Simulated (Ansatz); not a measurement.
Reaction (SMILES): C=CF → C=[C-]F + H+
B3LYP-D3(BJ)/def2-TZVP geometries, fixed; electronic energies without zero-point terms.

Effect of the final integration grid (spheres per factor e of radius in core and valence, angular degree) at PBE/def2-TZVPP with Ansatz (an electronic-structure program), against the last row, where the deprotonation energy is 400.64 kcal/mol. The proton leaves the site shown, which need not be the most acidic. The default's grid is 13, 11, 36.

```tsv
setting	largest shift of a total energy (mEh)	shift of the deprotonation energy (kcal/mol)
accuracy: medium (default)	0.000	0.000
final_grid: 4, 3, 11	1.036	0.056
final_grid: 6, 5, 17	-0.373	0.200
final_grid: 8, 7, 23	-0.010	0.002
final_grid: 10, 9, 29	-0.004	-0.003
final_grid: 18, 15, 47	0.000	0.000
final_grid: 26, 22, 59	0.000	0.000
```

Within 0.02 kcal/mol in the deprotonation energy: accuracy: medium (default); final_grid: 8, 7, 23; final_grid: 10, 9, 29; final_grid: 18, 15, 47. The largest shift is 1.036 mEh in a total energy and 0.200 kcal/mol in the difference.
